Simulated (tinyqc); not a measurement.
Inside a calculation (part 2 of 2). Method: MP2 on RHF in the sto-3g basis, frozen core, for H3O+, spin multiplicity 1. Computed by tinyqc, a small Python program that keeps every step (integrals from PySCF). Command: `OMP_NUM_THREADS=1 python tinyqc.py 25627 25628 out.jsonl` (the two numbers bound the seeds that draw the settings). One thread of a shared host (Intel(R) Xeon(R) Processor @ 2.60GHz), about 0.2 s of CPU time with the checks.

Geometry (angstrom):
```
atom          x          y         z
O      0.000000   0.000000  0.171000
H      1.067000   0.000000  0.000000
H     -0.534000   0.924000  0.000000
H     -0.534000  -0.924000  0.000000
```

## Iteration 1: diagonalisation and new density

Fock matrix F (hartree), lower triangle:
```
             1O 1s      1O 2s     1O 2px     1O 2py     1O 2pz      2H 1s      3H 1s      4H 1s
1O 1s   -21.598495
1O 2s    -5.451375  -3.333996
1O 2px    0.000001   0.000010  -1.113394
1O 2py    0.000000   0.000000   0.000000  -1.113223
1O 2pz    0.004026   0.041981   0.000001   0.000000  -0.999176
2H 1s    -0.949788  -1.147702  -0.589070   0.000000   0.105815  -0.858893
3H 1s    -0.949331  -1.147326   0.294709  -0.509899   0.105776  -0.361480  -0.858637
4H 1s    -0.949331  -1.147326   0.294709   0.509899   0.105776  -0.361480  -0.361632  -0.858637
```

X, lower triangle:
```
            1O 1s      1O 2s     1O 2px     1O 2py    1O 2pz      2H 1s      3H 1s     4H 1s
1O 1s    1.024490
1O 2s   -0.144110   1.230760
1O 2px   0.000001   0.000003   1.090155
1O 2py   0.000000   0.000000   0.000000   1.090035
1O 2pz   0.002889  -0.028283  -0.000001   0.000000  1.003831
2H 1s    0.018557  -0.221452  -0.224780   0.000000  0.030108   1.139648
3H 1s    0.018551  -0.221331   0.112422  -0.194552  0.030088  -0.049993   1.139558
4H 1s    0.018551  -0.221331   0.112422   0.194552  0.030088  -0.049993  -0.050024  1.139558
```

Diagonalise F' = X^T F X, C = X C', fill 5 alpha and 5 beta electrons from the bottom; D = 2 C_occ C_occ^T. Each column has its largest component positive (the first on a tie).

F' = X^T F X (hartree), lower triangle:
```
            1          2          3          4          5          6          7          8
1  -21.220389
2   -2.722126  -2.103253
3    0.000009   0.000005  -0.927731
4    0.000000   0.000000   0.000000  -0.927797
5    0.009939  -0.010928   0.000000   0.000000  -0.990921
6   -0.122422  -0.453849  -0.402824   0.000000   0.058289  -0.409573
7   -0.122307  -0.453649   0.201495  -0.348675   0.058258  -0.094004  -0.409575
8   -0.122307  -0.453649   0.201495   0.348675   0.058258  -0.094004  -0.094022  -0.409575
```

orbital energies (hartree): MO1 -21.605283, MO2 -2.097299, MO3 -1.202301, MO4 -1.202070, MO5 -1.001562, MO6 -0.208014, MO7 -0.041279, MO8 -0.041006

coefficients C:
```
              MO1        MO2        MO3        MO4        MO5        MO6        MO7        MO8
1O 1s    0.994930  -0.247234  -0.000009   0.000000  -0.021563  -0.141110   0.000000   0.000039
1O 2s    0.022354   0.936785   0.000031   0.000000   0.109603   0.890660   0.000000  -0.000301
1O 2px   0.000000  -0.000011   0.818727   0.000000   0.000001  -0.000256   0.000000  -0.770667
1O 2py   0.000000   0.000000   0.000000   0.818851   0.000000   0.000000  -0.770298   0.000000
1O 2pz  -0.000755  -0.033074  -0.000005   0.000000   0.988658  -0.180725   0.000000   0.000064
2H 1s   -0.003263   0.069182   0.275817   0.000000  -0.045254  -0.635284   0.000000   0.958179
3H 1s   -0.003261   0.069153  -0.137966   0.238858  -0.045233  -0.635369   0.829669  -0.478905
4H 1s   -0.003261   0.069153  -0.137966  -0.238858  -0.045233  -0.635369  -0.829669  -0.478905
```

D after iteration 1, lower triangle:
```
            1O 1s     1O 2s     1O 2px     1O 2py     1O 2pz      2H 1s      3H 1s     4H 1s
1O 1s    2.102952
1O 2s   -0.423454  1.780156
1O 2px  -0.000009  0.000031   1.340629
1O 2py   0.000000  0.000000   0.000000   1.341035
1O 2pz  -0.027784  0.154720  -0.000006   0.000000   1.957080
2H 1s   -0.038754  0.119568   0.451636   0.000000  -0.094056   0.165840
3H 1s   -0.038730  0.119494  -0.225915   0.391179  -0.094008  -0.062423   0.165853
4H 1s   -0.038730  0.119494  -0.225915  -0.391179  -0.094008  -0.062423  -0.062360  0.165853
```

## Iteration 8 (converged): orbitals

converged F (hartree), lower triangle:
```
             1O 1s      1O 2s     1O 2px     1O 2py     1O 2pz      2H 1s      3H 1s      4H 1s
1O 1s   -20.790738
1O 2s    -5.292003  -2.899521
1O 2px    0.000002   0.000009  -0.803733
1O 2py    0.000000   0.000000   0.000000  -0.803567
1O 2pz    0.010748   0.044358   0.000004   0.000000  -0.847666
2H 1s    -0.913691  -1.002000  -0.587357   0.000000   0.114934  -0.737569
3H 1s    -0.913250  -1.001670   0.293851  -0.508486   0.114890  -0.275184  -0.737382
4H 1s    -0.913250  -1.001670   0.293851   0.508486   0.114890  -0.275184  -0.275322  -0.737382
```

As before.

F' = X^T F X (hartree), lower triangle:
```
            1          2          3          4          5          6          7          8
1  -20.408496
2   -2.718947  -1.672551
3    0.000011   0.000005  -0.558325
4    0.000000   0.000000   0.000000  -0.558424
5    0.018647  -0.021097   0.000002   0.000000  -0.836290
6   -0.109001  -0.431847  -0.485712   0.000000   0.076753  -0.300639
7   -0.108895  -0.431654   0.242953  -0.420492   0.076710  -0.056725  -0.300696
8   -0.108895  -0.431654   0.242953   0.420492   0.076710  -0.056725  -0.056727  -0.300696
```

orbital energies (hartree): MO1 -20.799295, MO2 -1.687642, MO3 -1.016498, MO4 -1.016295, MO5 -0.853139, MO6 0.008612, MO7 0.213903, MO8 0.214239

coefficients C:
```
              MO1        MO2        MO3        MO4        MO5        MO6        MO7        MO8
1O 1s    0.994207  -0.241329  -0.000011   0.000000  -0.032260  -0.153816   0.000000   0.000030
1O 2s    0.025747   0.890099   0.000033   0.000000   0.159178   0.930095   0.000000  -0.000231
1O 2px   0.000000  -0.000013   0.695732   0.000000   0.000015  -0.000214   0.000000  -0.883288
1O 2py   0.000000   0.000000   0.000000   0.695826   0.000000   0.000000   0.883008   0.000000
1O 2pz  -0.001263  -0.051799  -0.000025   0.000000   0.982386  -0.208408   0.000000   0.000055
2H 1s   -0.004324   0.100447   0.414478   0.000000  -0.059344  -0.630023   0.000000   0.906787
3H 1s   -0.004322   0.100407  -0.207314   0.359021  -0.059326  -0.629960  -0.785180  -0.453288
4H 1s   -0.004322   0.100407  -0.207314  -0.359021  -0.059326  -0.629960   0.785180  -0.453288
```

D after iteration 8, lower triangle:
```
            1O 1s     1O 2s     1O 2px     1O 2py     1O 2pz      2H 1s      3H 1s     4H 1s
1O 1s    2.095457
1O 2s   -0.388687  1.636553
1O 2px  -0.000010  0.000029   0.968087
1O 2py   0.000000  0.000000   0.000000   0.968349
1O 2pz  -0.040893  0.220470  -0.000004   0.000000   1.935535
2H 1s   -0.053259  0.159727   0.576727   0.000000  -0.127014   0.370843
3H 1s   -0.053224  0.159621  -0.288474   0.499633  -0.126943  -0.144604   0.370990
4H 1s   -0.053224  0.159621  -0.288474  -0.499633  -0.126943  -0.144604  -0.144595  0.370990
```

## Convergence

Stop when the energy changes by less than 1e-10 hartree and every element of the error matrix X^T (F D S - S D F) X is below 3e-06.

Course of the cycle:
```
iteration   E (hartree)     change  largest element of the error matrix
1          -71.20342932          -                             9.81e-01
2          -75.16857720  -3.97e+00                             3.27e-01
3          -75.30288084  -1.34e-01                             3.06e-02
4          -75.30422616  -1.35e-03                             5.14e-03
5          -75.30427358  -4.74e-05                             3.52e-04
6          -75.30427411  -5.25e-07                             2.61e-05
7          -75.30427411  -2.55e-09                             4.18e-06
8          -75.30427411  -6.71e-11                             1.40e-08
```

PySCF RHF in the same basis = -75.30427411 hartree

Converged in 8 iterations.

## Populations, bond orders and dipole

overlap S, lower triangle:
```
           1O 1s     1O 2s     1O 2px     1O 2py     1O 2pz     2H 1s     3H 1s     4H 1s
1O 1s   1.000000
1O 2s   0.236704  1.000000
1O 2px  0.000000  0.000000   1.000000
1O 2py  0.000000  0.000000   0.000000   1.000000
1O 2pz  0.000000  0.000000   0.000000   0.000000   1.000000
2H 1s   0.040221  0.397547   0.343675   0.000000  -0.055078  1.000000
3H 1s   0.040201  0.397425  -0.171927   0.297492  -0.055055  0.152098  1.000000
4H 1s   0.040201  0.397425  -0.171927  -0.297492  -0.055055  0.152098  0.152219  1.000000
```

Mulliken: Z minus the diagonal of D S on the atom; Loewdin: the same with S^(1/2) D S^(1/2); Mayer order: 2 sum_s sum (D(s) S)_ij (D(s) S)_ji over the two atoms.

Charges (e):
```
atom   Mulliken    Loewdin
1O    -0.219573  -0.006523
2H     0.406585   0.335535
3H     0.406494   0.335494
4H     0.406494   0.335494
```

Mayer bond orders:
```
pair     order
2-1   0.794916
3-1   0.795032
3-2   0.019886
4-1   0.795032
4-2   0.019886
4-3   0.019845
```

dipole moment about the origin, x y z (debye): -0.001701  0.000000  -0.484087

## Integrals over molecular orbitals

core Hamiltonian H = T + V (hartree), lower triangle:
```
             1O 1s      1O 2s     1O 2px     1O 2py     1O 2pz      2H 1s      3H 1s      4H 1s
1O 1s   -33.084169
1O 2s    -7.698788  -9.704022
1O 2px    0.000004   0.000060  -7.953274
1O 2py    0.000000   0.000000   0.000000  -7.953096
1O 2pz    0.005780   0.070378  -0.000001   0.000000  -7.822848
2H 1s    -1.318509  -3.157337  -2.280005   0.000000   0.382803  -4.868591
3H 1s    -1.317867  -3.156261   1.140594  -1.973546   0.382636  -0.983242  -4.868014
4H 1s    -1.317867  -3.156261   1.140594   1.973546   0.382636  -0.983242  -0.983816  -4.868014
```

Given earlier and not repeated: Two-electron integrals (ij|kl) in chemists' order.

(pq|rs) = sum C_ip C_jq C_kr C_ls (ij|kl), one index at a time.

one-electron integrals over orbitals h = C^T H C (hartree), lower triangle:
```
            1          2          3          4          5          6          7          8
1  -33.066870
2    0.571435  -8.054882
3    0.000027  -0.000059  -6.824182
4    0.000000   0.000000   0.000000  -6.824102
5    0.070117  -0.114088   0.000039   0.000000  -7.771575
6    0.346495  -1.384026   0.000510   0.000000   0.374403  -4.846654
7    0.000000   0.000000   0.000000  -1.791475   0.000000   0.000000  -5.517127
8   -0.000073   0.000170   1.791648   0.000000  -0.000046  -0.000165   0.000000  -5.517489
```

Two-electron integrals over orbitals (pq|rs), unique and non-zero (hartree); the lowest 1 orbital is frozen and left out:
```
(22|22) 0.720046    (32|22) 0.000008    (32|32) 0.134679    (33|22) 0.644172
(33|32) 0.034048    (33|33) 0.643944    (42|42) 0.134661    (43|42) -0.034050
(43|43) 0.041345    (44|22) 0.644174    (44|32) -0.034055   (44|33) 0.561299
(44|44) 0.643961    (52|22) -0.005911   (52|32) -1.92e-06   (52|33) 0.003241
(52|44) 0.003246    (52|52) 0.149139    (53|22) -0.000006   (53|32) 0.000723
(53|33) -0.003579   (53|44) 0.003573    (53|52) 4.69e-06    (53|53) 0.032686
(54|42) 0.000730    (54|43) 0.003576    (54|54) 0.032687    (55|22) 0.749695
(55|32) 0.000012    (55|33) 0.643714    (55|44) 0.643724    (55|52) 0.047228
(55|53) -4.92e-06   (55|55) 0.874032    (62|22) 0.135590    (62|32) -0.000017
(62|33) 0.092015    (62|44) 0.092044    (62|52) -0.014735   (62|53) -3.70e-06
(62|55) 0.158786    (62|62) 0.071143    (63|22) -0.000056   (63|32) -0.014114
(63|33) -0.028062   (63|44) 0.027993    (63|52) -0.000005   (63|53) 0.004830
(63|55) -0.000059   (63|62) -0.000021   (63|63) 0.057744    (64|42) -0.014066
(64|43) 0.028026    (64|54) 0.004828    (64|64) 0.057727    (65|22) -0.044686
(65|32) -0.000006   (65|33) -0.024986   (65|44) -0.024988   (65|52) 0.060298
(65|53) -3.90e-06   (65|55) -0.038155   (65|62) -0.029650   (65|63) 4.79e-06
(65|65) 0.037256    (66|22) 0.493557    (66|32) -0.000027   (66|33) 0.480087
(66|44) 0.480084    (66|52) -0.030404   (66|53) -1.34e-06   (66|55) 0.485807
(66|62) 0.037436    (66|63) -0.000015   (66|65) -0.021288   (66|66) 0.448899
(72|42) 0.054858    (72|43) 0.009440    (72|54) 0.008868    (72|64) 0.035593
(72|72) 0.055418    (73|42) 0.036357    (73|43) -0.005710   (73|54) -0.003901
(73|64) -0.028087   (73|72) -0.000164   (73|73) 0.033480    (74|22) 0.173692
(74|32) 0.036370    (74|33) 0.132809    (74|44) 0.121435    (74|52) 0.018831
(74|53) -0.003905   (74|55) 0.197613    (74|62) 0.083858    (74|63) -0.028119
(74|65) -0.019882   (74|66) 0.035486    (74|74) 0.150239    (75|42) 0.019254
(75|43) -0.006836   (75|54) 0.022597    (75|64) -0.009435   (75|72) 0.005859
(75|73) 0.007558    (75|75) 0.023593    (76|42) 0.097406    (76|43) -0.045153
(76|54) -0.009360   (76|64) -0.056683   (76|72) 0.006936    (76|73) 0.050938
(76|75) 0.017027    (76|76) 0.124648    (77|22) 0.569922    (77|32) -0.029993
(77|33) 0.506891    (77|44) 0.582188    (77|52) 0.002821    (77|53) 0.006338
(77|55) 0.570978    (77|62) 0.067183    (77|63) 0.043957    (77|65) -0.015632
(77|66) 0.467409    (77|74) 0.070047    (77|77) 0.565838    (82|22) -0.000014
(82|32) -0.054856   (82|33) 0.009415    (82|44) -0.009435   (82|52) 1.71e-06
(82|53) -0.008868   (82|55) -0.000022   (82|62) -1.90e-06   (82|63) -0.035585
(82|65) 0.000008    (82|66) 0.000014    (82|74) 0.000147    (82|77) -0.019215
(82|82) 0.055422    (83|22) -0.173703   (83|32) 0.036322    (83|33) -0.121449
(83|44) -0.132838   (83|52) -0.018835   (83|53) -0.003899   (83|55) -0.197625
(83|62) -0.083868   (83|63) -0.028047   (83|65) 0.019881    (83|66) -0.035509
(83|74) -0.084995   (83|77) -0.105131   (83|82) 0.000187    (83|83) 0.150220
(84|42) -0.036330   (84|43) 0.005693    (84|54) 0.003899    (84|64) 0.028066
(84|72) 0.000160    (84|73) -0.031771   (84|75) -0.007553   (84|76) -0.050905
(84|84) 0.033454    (85|22) 0.000005    (85|32) -0.019262   (85|33) -0.006830
(85|44) 0.006838    (85|52) -0.000011   (85|53) -0.022598   (85|55) 2.94e-06
(85|62) 0.000008    (85|63) 0.009441    (85|65) -1.39e-06   (85|66) 0.000005
(85|74) -0.007557   (85|77) 0.008114    (85|82) 0.005863    (85|83) -0.007557
(85|85) 0.023600    (86|22) 0.000008    (86|32) -0.097434   (86|33) -0.045111
(86|44) 0.045146    (86|52) 0.000009    (86|53) 0.009364    (86|55) 0.000012
(86|62) 0.000024    (86|63) 0.056709    (86|65) 1.73e-06    (86|66) 0.000017
(86|74) -0.050925   (86|77) 0.061733    (86|82) 0.006948    (86|83) -0.050919
(86|85) 0.017032    (86|86) 0.124658    (87|42) 0.029959    (87|43) -0.037657
(87|54) -0.006336   (87|64) -0.043961   (87|72) -0.019218   (87|73) 0.017536
(87|75) 0.008107    (87|76) 0.061707    (87|84) -0.017515   (87|87) 0.048490
(88|22) 0.569981    (88|32) 0.030007    (88|33) 0.582224    (88|44) 0.506910
(88|52) 0.002827    (88|53) -0.006341   (88|55) 0.571046    (88|62) 0.067199
(88|63) -0.044008   (88|65) -0.015638   (88|66) 0.467414    (88|74) 0.105163
(88|77) 0.468848    (88|82) 0.019197    (88|83) -0.070113   (88|85) -0.008112
(88|86) -0.061725   (88|88) 0.565902
```

## Second-order Moller-Plesset energy

Hartree-Fock energy = -75.30427411 hartree

E2 = sum_ijab (ia|jb) [2 (ia|jb) - (ib|ja)] / (e_i + e_j - e_a - e_b) over occupied i, j and virtual a, b; the opposite-spin part is (ia|jb)^2 / denominator, the rest is same-spin, and SCS-MP2 scales them by 6/5 and 1/3.

Terms (the 40 largest of 74):
```
i  j  a  b    (ia|jb)    (ib|ja)  denominator       term
4  4  7  7   0.150239   0.150239    -2.460396  -0.009174
3  3  8  8   0.150220   0.150220    -2.461475  -0.009168
4  3  7  8  -0.084995  -0.031771    -2.460935  -0.004774
3  4  8  7  -0.084995  -0.031771    -2.460935  -0.004774
3  2  8  6  -0.083868  -0.035585    -2.926991  -0.003787
2  3  6  8  -0.083868  -0.035585    -2.926991  -0.003787
4  2  7  6   0.083858   0.035593    -2.926452  -0.003786
2  4  6  7   0.083858   0.035593    -2.926452  -0.003786
3  3  6  6   0.057744   0.057744    -2.050220  -0.001626
4  4  6  6   0.057727   0.057727    -2.049814  -0.001626
2  2  6  6   0.071143   0.071143    -3.392508  -0.001492
2  2  7  7   0.055418   0.055418    -3.803090  -0.000808
2  2  8  8   0.055422   0.055422    -3.803763  -0.000808
5  5  6  6   0.037256   0.037256    -1.723502  -0.000805
3  3  7  7   0.033480   0.033480    -2.460802  -0.000456
4  4  8  8   0.033454   0.033454    -2.461069  -0.000455
3  4  6  7  -0.028119  -0.028087    -2.255308  -0.000351
4  3  7  6  -0.028119  -0.028087    -2.255308  -0.000351
4  3  6  7  -0.028087  -0.028119    -2.255308  -0.000349
3  4  7  6  -0.028087  -0.028119    -2.255308  -0.000349
4  4  8  6   0.028066   0.028066    -2.255441  -0.000349
4  4  6  8   0.028066   0.028066    -2.255441  -0.000349
3  3  8  6  -0.028047  -0.028047    -2.255847  -0.000349
3  3  6  8  -0.028047  -0.028047    -2.255847  -0.000349
5  2  6  6  -0.029650  -0.029650    -2.558005  -0.000344
2  5  6  6  -0.029650  -0.029650    -2.558005  -0.000344
4  5  7  6  -0.019882  -0.009435    -2.091949  -0.000288
5  4  6  7  -0.019882  -0.009435    -2.091949  -0.000288
5  3  6  8   0.019881   0.009441    -2.092489  -0.000288
3  5  8  6   0.019881   0.009441    -2.092489  -0.000288
4  3  8  7  -0.031771  -0.084995    -2.460935   0.000277
3  4  7  8  -0.031771  -0.084995    -2.460935   0.000277
5  5  8  8   0.023600   0.023600    -2.134757  -0.000261
5  5  7  7   0.023593   0.023593    -2.134084  -0.000261
2  3  8  6  -0.035585  -0.083868    -2.926991   0.000154
3  2  6  8  -0.035585  -0.083868    -2.926991   0.000154
2  4  7  6   0.035593   0.083858    -2.926452   0.000154
4  2  6  7   0.035593   0.083858    -2.926452   0.000154
5  4  8  7  -0.007557  -0.007553    -2.297577  -0.000025
4  5  7  8  -0.007557  -0.007553    -2.297577  -0.000025
```

Pair energies (hartree; pair i-j sums ij and ji):
```
pair  opposite spin  same spin
2-2       -0.003107          0
3-2       -0.005671  -0.001593
3-3       -0.011947          0
4-2       -0.005672  -0.001592
4-3       -0.008092  -0.002302
4-4       -0.011953          0
5-2       -0.000734          0
5-3       -0.000562  -0.000104
5-4       -0.000562  -0.000104
5-5       -0.001327          0
```

MP2 correlation energy = -0.05532350 hartree

SCS-MP2 correlation energy = -0.06145201 hartree

MP2 total energy = -75.35959761 hartree
